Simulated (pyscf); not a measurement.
**Four-centre exchange: H₃C–NH–CH₃ + H₂ → CH₄ + H₃C–NH₂**

Gas phase, singlet surface, charge 0. Bonds broken: C1–N2, H11–H12. Bonds formed: C1–H11, N2–H12. Single points on ωB97X-D3(BJ)/def2-SVP structures (PySCF, gas phase).

Transition state (Å):

```xyz
12

C     -2.0356     0.9379     0.5685
N     -0.2382     0.3831     0.3489
C      0.0529    -0.8137    -0.4362
H     -2.1510     0.7604    -0.5248
H     -2.6106     0.1961     1.1273
H     -2.3814     1.9505     0.7906
H      0.2345     1.2227     0.0051
H     -0.3918    -0.7134    -1.4387
H      1.1336    -0.9957    -0.5507
H     -0.4011    -1.6834     0.0615
H     -1.1649     1.2089     2.1581
H     -0.1079     0.3775     1.3835
```

One imaginary mode, 1232i cm⁻¹; descent along it reached the two sides named.

| bond | change | reactant side (Å) | saddle | product side |
|---|---|---|---|---|
| C1–N2 | breaks | 1.449 | 1.894 | 3.6 |
| H11–H12 | breaks | 0.765 | 1.552 | 2.9 |
| C1–H11 | forms | 3.9 | 1.833 | 1.102 |
| N2–H12 | forms | 2.471 | 1.043 | 1.018 |

Electronic energies relative to the separated reactants (kJ/mol):

```tsv
level	barrier	reaction energy	reverse barrier
ωB97X-D3(BJ)/def2-TZVP	404.4	-91.1	495.5
PBE/def2-TZVP	350.9	-92.2	443.1
r²SCAN/def2-TZVP	375.7	-92.7	468.5
B3LYP-D3(BJ)/def2-TZVP	377.7	-92.2	469.9
PBE0-D3(BJ)/def2-TZVP	380.8	-92.2	473.0
M06-2X/def2-TZVP	406.4	-86.8	493.1
ωB97M-D3(BJ)/def2-TZVP	388.8	-94.4	483.1
HF/def2-TZVP	477.1	-106.6	583.8
```

With ωB97M-D3(BJ)/def2-TZVP energies and thermal terms (ideal gas, 1 atm, RRHO with modes under 100 cm⁻¹ raised to 100, one conformer, R ln 2 for chiral ones without a mode under 150 cm⁻¹), in kJ/mol:

```json
[
 {"T (K)": "298", "ΔH‡": "391.1", "ΔG‡": "421.0", "ΔH": "-79.3", "ΔG": "-86.5"},
 {"T (K)": "600", "ΔH‡": "389.6", "ΔG‡": "452.0", "ΔH": "-83.4", "ΔG": "-92.4"},
 {"T (K)": "900", "ΔH‡": "389.7", "ΔG‡": "483.2", "ΔH": "-87.5", "ΔG": "-96.0"},
 {"T (K)": "1200", "ΔH‡": "390.5", "ΔG‡": "514.3", "ΔH": "-90.9", "ΔG": "-98.3"}
]
```

From the product side, CH₃• + NH₂• + CH₄ lies, by one bond made or cut, 96.7 kJ/mol under this saddle at ωB97M-D3(BJ)/def2-TZVP. The same reactants have a lower exit, to CH₃• + H₃C–NH• + H₂ (no saddle counted: cutting one bond costs +367.1 kJ/mol at ωB97M-D3(BJ)/def2-TZVP, against +388.8 kJ/mol here). H₃C–NH–CH₃ lies 32.8 kJ/mol over its isomer H₃C–CH₂–NH₂ (electronic energy, ωB97M-D3(BJ)/def2-TZVP). One saddle was located; it need not be the lowest between these sides.
